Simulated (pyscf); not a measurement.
F–Si(SiH₃)(SiH₃)–SiH₃ + CH₃• → H₃C–Si(F)(SiH₃)–SiH₃ + SiH₃• (substitution at Si; doublet surface; Si–Si broken, C–Si formed). Structures and frequencies: ωB97X-D3(BJ)/def2-SVP in PySCF. Rate constants from transition-state theory, ωB97M-D3(BJ)/def2-TZVP energies (ideal gas, 1 atm, RRHO with modes under 100 cm⁻¹ raised to 100, one conformer, R ln 2 for chiral ones without a mode under 150 cm⁻¹; no tunnelling), k in cm³ molecule⁻¹ s⁻¹.

```json
[
 {"T (K)": "298", "1000/T": "3.354", "log10 k": "-17.81"},
 {"T (K)": "600", "1000/T": "1.667", "log10 k": "-15.52"},
 {"T (K)": "900", "1000/T": "1.111", "log10 k": "?"},
 {"T (K)": "1200", "1000/T": "0.833", "log10 k": "-14.02"}
]
```

Task: Fit an Arrhenius line to the three values, give the activation energy, and predict k at 900 K.

Result: Least squares gives log10 k = -12.89 − 1.48 × 1000/T, so Ea = 1.48 × ln 10 × 1.987 = 6.8 kcal/mol, against an electronic barrier of 2.9. At 900 K the line gives -14.53; the computed value is -14.59 (ΔG‡ = 36.9 kcal/mol), close to the line. On the product side the descent ends in a complex, 4.7 kcal/mol under the separated species and 18.1 kcal/mol under the saddle at ωB97X-D3(BJ)/def2-TZVP. This is the saddle that the search found; another between the same sides may lie lower. The angle at the attacked Si is 178°.
